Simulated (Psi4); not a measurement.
# NO2F (nitryl fluoride) at 6 levels

We compute a comparison of 6 runs (HF/STO-3G, HF/3-21G, B3LYP/6-31G*, BHLYP/6-31G**, MP2/STO-3G, MP2.5/6-311+G**) of NO2F (nitryl fluoride). 

The results are computed with Psi4 1.11.

3 further runs of the same task are left out: 1 that didn't finish, 2 set aside as unsound or not needed.

## Step 1: The structure to begin with

The species is NO2F (4 atoms), meant as a singlet with charge 0. As SMILES, `O=[N+]([O-])F`. Geometry: relaxed at GFN2-xTB.

Bond lengths: O1–N2 1.145 Å, N2–O3 1.145 Å. Angles: O1–N2–O3 140.2°. A long bond or contact: N2–F4 1.545 Å.

## Step 2: Energy and gradient at HF/STO-3G (run 1)

fno2.inp

```
memory 1600 MB

molecule system {
  0 1
  O      0.188740     0.465950     1.115660
  N      0.109710    -0.098240     0.122020
  O      0.475520    -1.064170    -0.373030
  F     -0.773970     0.696460    -0.864650
  symmetry c1
}

set puream true
set e_convergence 1e-09
set d_convergence 1e-08
set scf_type pk

energy_value, wavefunction = gradient("hf/STO-3G", return_wfn=True)
```

Run with:

```console
$ psi4 -n 1 fno2.inp fno2.out
```

fno2.out:

```text
[...]
  Running in c1 symmetry.
[...]
  Nuclear repulsion =  123.467880182532227
[...]
  Multiplicity = 1
[...]
  Nalpha       = 16
  Nbeta        = 16
[...]
    Number of basis functions: 20
[...]
   @RHF iter   1:  -298.87403403463975   -8.75795e-01   3.62294e-02 ADIIS/DIIS
[...]
   @RHF iter  12:  -299.20466492220521    5.68434e-13   2.66926e-09 DIIS
[...]
    Orbital Energies [Eh]
    ---------------------
    Doubly Occupied:
       1A    -25.987301     2A    -20.389716     3A    -20.389705
       4A    -15.804775     5A     -1.674660     6A     -1.473483
       7A     -1.457595     8A     -0.844542     9A     -0.768320
      10A     -0.757999    11A     -0.681223    12A     -0.518184
      13A     -0.509327    14A     -0.444712    15A     -0.385810
      16A     -0.382019
[...]
  @RHF Final Energy:  -299.20466492220521
   => Energetics <=
    Nuclear Repulsion Energy =            123.4678801825322267
    One-Electron Energy =                -660.4063461912618322
    Two-Electron Energy =                 237.7338010865244087
    Total Energy =                       -299.2046649222052110
[...]
 Multipole Moments:
 ------------------------------------------------------------------------------------
     Multipole            Electronic (a.u.)      Nuclear  (a.u.)        Total (a.u.)
 ------------------------------------------------------------------------------------
 L = 1.  Multiply by 2.5417464519 to convert [e a0] to [Debye]
 Dipole X            :         -0.7247819            0.6963496           -0.0284323
 Dipole Y            :          0.6528190           -0.6266305            0.0261885
 Dipole Z            :         -0.8103881            0.7779552           -0.0324329
 Magnitude           :                                                    0.0504591
[...]
  -Total Gradient:
     Atom            X                  Y                   Z
    ------   -----------------  -----------------  -----------------
       1       -0.029217997886    -0.116870580357    -0.236379412370
       2        0.170212789487    -0.153153189537     0.190198378661
       3       -0.093743543200     0.227585262466     0.098830156034
       4       -0.047251248400     0.042438507429    -0.052649122325
[...]
```

Run time: 1.2 s. Hardware: 1 thread of Intel Xeon 6975P-C (Granite Rapids), shared host; peak memory 0.18 GiB.

## Step 3: A single-point energy at HF/3-21G (run 2)

fno2.py

```python
import psi4

psi4.set_memory(1600000000)
psi4.set_num_threads(1)
psi4.core.set_output_file('run.log', False)

mol = psi4.geometry("""
O
N 1 1.145372
O 2 1.145387 1 140.2036
F 2 1.544654 1 109.88862 3 179.88616
units angstrom
symmetry c1
no_reorient
no_com
""")

psi4.set_options({
    'puream': True,
    'e_convergence': 1e-09,
    'd_convergence': 1e-08,
    'scf_type': 'pk',
})

e = psi4.energy('hf/3-21G', molecule=mol)
print(f'hf/3-21G energy: {e:.10f} Eh')
```

Run with:

```console
$ python fno2.py
```

run.log:

```text
[...]
  Running in c1 symmetry.
[...]
  Nuclear repulsion =  123.467887313619386
[...]
  Multiplicity = 1
[...]
  Nalpha       = 16
  Nbeta        = 16
[...]
    Number of basis functions: 36
[...]
   @RHF iter   1:  -301.41989703270707   -9.56720e-02   2.12636e-02 DIIS/ADIIS
[...]
   @RHF iter  13:  -301.67036920836637   -5.68434e-13   3.67459e-09 DIIS
[...]
    Orbital Energies [Eh]
    ---------------------
    Doubly Occupied:
       1A    -26.198796     2A    -20.611240     3A    -20.610672
       4A    -15.925665     5A     -1.789175     6A     -1.597165
       7A     -1.563890     8A     -0.942899     9A     -0.869965
      10A     -0.866146    11A     -0.814067    12A     -0.664962
      13A     -0.643081    14A     -0.571468    15A     -0.540884
      16A     -0.537747
[...]
  @RHF Final Energy:  -301.67036920836637
   => Energetics <=
    Nuclear Repulsion Energy =            123.4678873136193857
    One-Electron Energy =                -660.7808704271465103
    Two-Electron Energy =                 235.6426139051607436
    Total Energy =                       -301.6703692083664237
[...]
 Multipole Moments:
 ------------------------------------------------------------------------------------
     Multipole            Electronic (a.u.)      Nuclear  (a.u.)        Total (a.u.)
 ------------------------------------------------------------------------------------
 L = 1.  Multiply by 2.5417464519 to convert [e a0] to [Debye]
 Dipole X            :          0.0007353           -0.0019323           -0.0011970
 Dipole Y            :          0.8423009           -1.1450561           -0.3027552
 Dipole Z            :          0.3047736           -0.4142771           -0.1095035
 Magnitude           :                                                    0.3219521
[...]
```

The script printed:

```text
hf/3-21G energy: -301.6703692084 Eh
```

It took 1.2 s on 1 thread of Intel Xeon 6975P-C (Granite Rapids), shared host; peak memory 0.18 GiB.

## Step 4: A single-point energy at B3LYP/6-31G(d) (spherical functions) (run 3)

job.py

```python
import psi4

psi4.set_memory(1600000000)
psi4.set_num_threads(1)
psi4.core.set_output_file('output.dat', False)

mol = psi4.geometry("""
0 1
O
N 1 1.145372
O 2 1.145387 1 140.2036
F 2 1.544654 1 109.88862 3 179.88616
symmetry c1
""")

psi4.set_options({
    'basis': '6-31G*',
    'puream': True,
    'e_convergence': 1e-09,
    'd_convergence': 1e-08,
    'scf_type': 'pk',
    'dft_radial_points': 99,
    'dft_spherical_points': 590,
})

e, wfn = psi4.energy("b3lyp", molecule=mol, return_wfn=True)
psi4.oeprop(wfn, "QUADRUPOLE", "LOWDIN_CHARGES", "DIPOLE")
print('E =', round(e, 9))
```

Run with:

```console
$ python job.py
```

output.dat:

```text
[...]
  Running in c1 symmetry.
[...]
  Nuclear repulsion =  123.467887313619443
[...]
  Multiplicity = 1
[...]
  Nalpha       = 16
  Nbeta        = 16
[...]
    Number of basis functions: 56
[...]
   @RKS iter   1:  -304.70735789717935    5.22489e-02   1.24456e-02 DIIS/ADIIS
[...]
   @RKS iter  11:  -304.86748660148010   -1.98952e-12   5.34158e-09 DIIS
[...]
    Orbital Energies [Eh]
    ---------------------
    Doubly Occupied:
       1A    -24.694479     2A    -19.274756     3A    -19.274676
       4A    -14.683779     5A     -1.370797     6A     -1.210702
       7A     -1.156298     8A     -0.693730     9A     -0.639967
      10A     -0.631915    11A     -0.596329    12A     -0.429044
      13A     -0.403174    14A     -0.398027    15A     -0.390037
      16A     -0.360884
[...]
  @RKS Final Energy:  -304.86748660148010
   => Energetics <=
    Nuclear Repulsion Energy =            123.4678873136194426
    One-Electron Energy =                -664.2530051556250328
    Two-Electron Energy =                 263.7873431255404171
    DFT Exchange-Correlation Energy =     -27.8697118850149614
    Empirical Dispersion Energy =           0.0000000000000000
    VV10 Nonlocal Energy =                  0.0000000000000000
    Total Energy =                       -304.8674866014800955
[...]
 Multipole Moments:
 ------------------------------------------------------------------------------------
     Multipole            Electronic (a.u.)      Nuclear  (a.u.)        Total (a.u.)
 ------------------------------------------------------------------------------------
 L = 1.  Multiply by 2.5417464519 to convert [e a0] to [Debye]
 Dipole X            :          0.0008556           -0.0019323           -0.0010767
 Dipole Y            :          0.7698873           -1.1450561           -0.3751689
 Dipole Z            :          0.2785899           -0.4142771           -0.1356872
 Magnitude           :                                                    0.3989534
 L = 2.  Multiply by 1.3450342976 to convert [e a0^2] to [Debye ang]
 Quadrupole XX       :        -13.9194773            0.0001925          -13.9192848
 Quadrupole XY       :         -0.1164840            0.1139050           -0.0025790
[...]
```

Standard output:

```text
E = -304.867486601
```

Run time: 4.5 s. Hardware: 1 thread of Intel Xeon 6975P-C (Granite Rapids), shared host; peak memory 0.56 GiB.

Runs 4 to 5 aren't shown in full; the table further down has their settings and results.

## Step 5: A single-point energy at MP2.5/6-311+G(d,p) (fitted SCF) (run 6)

calc.dat

```
memory 1.6 GB

molecule system {
  0 1
  O      0.35666691     0.88051789     2.10829185
  N      0.20732185    -0.18564669     0.23058438
  O      0.89860257    -2.01098985    -0.70492454
  F     -1.46259133     1.31611866    -1.63395169
  units bohr
  no_reorient
  no_com
}

set {
  scf_type df
  freeze_core true
  mp_type conv
}

E, wfn = energy("mp2.5/6-311+G**", return_wfn=True)
print_variables()
```

Run with:

```console
$ psi4 -i calc.dat -o calc.out -n 1
```

calc.out:

```text
[...]
  Running in c1 symmetry.
[...]
  Nuclear repulsion =  123.467880134202574
[...]
  Multiplicity = 1
[...]
  Nalpha       = 16
  Nbeta        = 16
[...]
    Number of basis functions: 88
[...]
   @DF-RHF iter   1:  -303.29176878567699   -2.73013e-01   8.47681e-03 ADIIS/DIIS
[...]
   @DF-RHF iter  13:  -303.48948071758048   -2.67164e-12   5.96277e-09 DIIS
[...]
    Orbital Energies [Eh]
    ---------------------
    Doubly Occupied:
       1A    -26.340546     2A    -20.714495     3A    -20.714430
       4A    -16.003673     5A     -1.783924     6A     -1.584722
       7A     -1.583140     8A     -0.968419     9A     -0.881770
      10A     -0.862751    11A     -0.842731    12A     -0.691460
      13A     -0.665607    14A     -0.585763    15A     -0.575856
      16A     -0.563905
[...]
  @DF-RHF Final Energy:  -303.48948071758048
   => Energetics <=
    Nuclear Repulsion Energy =            123.4678801342025736
    One-Electron Energy =                -663.1883358808311186
    Two-Electron Energy =                 236.2309750290480963
    Total Energy =                       -303.4894807175804772
[...]
 Multipole Moments:
 ------------------------------------------------------------------------------------
     Multipole            Electronic (a.u.)      Nuclear  (a.u.)        Total (a.u.)
 ------------------------------------------------------------------------------------
 L = 1.  Multiply by 2.5417464519 to convert [e a0] to [Debye]
 Dipole X            :          1.9406400           -1.6699132            0.2707268
 Dipole Y            :         -1.7446646            1.5017654           -0.2428992
 Dipole Z            :          2.1662020           -1.8645361            0.3016659
 Magnitude           :                                                    0.4725414
[...]
	SCS-MP2 Total Energy (a.u.)        :  -304.27511049677685
	SOS-MP2 Total Energy (a.u.)        :  -304.25722064990742
	SCSN-MP2 Total Energy (a.u.)       :  -303.89575963541142
[...]
	SOS-PI-MP2 Total Energy (a.u.)     :  -304.31627756777874
[...]
	MP2 Total Energy (a.u.)            :  -304.31089019051569
[...]
```

Run time: 4.8 s. Hardware: 1 thread of Intel Xeon 6975P-C (Granite Rapids), shared host; peak memory 0.6 GiB.

## Step 6: All runs side by side

| run | level | task | integration grid | energy (Eh) | dipole moment (D) | HOMO energy (eV) | LUMO energy (eV) | wall time |
| --- | --- | --- | --- | --- | --- | --- | --- | --- |
| 1 | HF/STO-3G | gradient | – | -299.204665 | 0.13 | -10.40 | 5.69 | 1.2 s |
| 2 | HF/3-21G | energy | – | -301.670369 | 0.82 | -14.63 | 1.86 | 1.2 s |
| 3 | B3LYP/6-31G* (spherical functions) | energy | 99 radial × 590 angular | -304.867487 | 1.01 | -9.82 | -2.34 | 4.5 s |
| 4 | BHLYP/6-31G** (density fitting, Cartesian functions) | gradient | 75 radial × 302 angular | -304.710083 | 1.00 | -12.31 | -0.94 | 2.8 s |
| 5 | MP2/STO-3G | energy | – | -299.423090 | – | -10.40 | 5.69 | 1.3 s |
| 6 | MP2.5/6-311+G** (fitted SCF) | energy | – | -304.290447 | – | -15.34 | 1.62 | 4.8 s |

## Step 7: What came out

| quantity | value |
| --- | --- |
| run 6: total energy | -304.29045 Eh |
| run 6: HOMO energy (Hartree–Fock orbitals) | -15.34 eV |
| run 6: LUMO energy (Hartree–Fock orbitals) | 1.62 eV |
| run 6: HOMO–LUMO gap (Hartree–Fock orbitals) | 16.96 eV |
| run 6: correlation energy (4 core orbitals frozen) | -801.0 mEh |

What this shows: Over runs 1, 2, 3, 4 the dipole moment (its size) runs from 0.13 D (HF/STO-3G) to 1.01 D (B3LYP/6-31G*). The two ends differ in method and basis. The two dipoles point in opposite directions. Over runs 1, 2, 3, 4 the HOMO–LUMO gap runs from 7.48 eV (B3LYP/6-31G*) to 16.49 eV (HF/3-21G). Totals of different functionals can't be ranked against each other. In runs 1, 5 the basis is minimal, so the values are rough. All runs together took 16 s, the longest 4.8 s.
